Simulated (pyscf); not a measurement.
H₂P–InH₂ + water (H₂O) -> PH₃ + HO–InH₂ (four-centre exchange; singlet surface; In–P, H–O broken, H–P, In–O formed). PySCF, gas phase, ωB97X-D3(BJ)/def2-SVP geometries. MP2 and CC: frozen core, UHF for open shells. ΔMP2 is the change of the MP2 total energy from the triple- to the quadruple-zeta basis. Energies in kcal/mol from the separated reactants.

```tsv
level	barrier	reaction energy
B3LYP-D3(BJ)/def2-TZVP	9.3	+2.2
PBE0-D3(BJ)/def2-TZVP	8.9	+5.2
ωB97M-D3(BJ)/def2-TZVP	11.8	+2.3
HF/def2-TZVP	23.3	+1.6
CCSD/def2-TZVPP	14.9	+3.7
CCSD(T)/def2-TZVPP	12.4	+3.6
CCSD(T)/def2-TZVPP + ΔMP2(QZVPP)	11.4	+3.6
```

On the reactant side the descent ends in an adduct with a In–O contact, 14.8 kcal/mol under the separated species and 23.9 kcal/mol under the saddle at ωB97X-D3(BJ)/def2-TZVP. On the product side the descent ends in an adduct with a In–P contact, 14.0 kcal/mol under the separated species and 17.1 kcal/mol under the saddle at ωB97X-D3(BJ)/def2-TZVP. What is counted as formed (In–O) is already present as a longer contact in the reactant adduct; forming that adduct is a step of its own. What is counted as broken (In–P) persists as a longer contact in the product adduct; parting that adduct is a step of its own. At ωB97X-D3(BJ) the barrier from the zero used here is 9.1 kcal/mol. One saddle was located; it need not be the lowest between these sides. The CCSD(T) − MP2 part came from Ansatz, without density fitting, on the same reference. The frozen core leaves the outer d or s,p core shells of the metals and heavy elements correlated in the MP2 and CC values, and def2-TZVPP describes them poorly, which can shift differences by a few kcal/mol. Elements past Kr carry the def2 core potentials, without spin-orbit coupling.
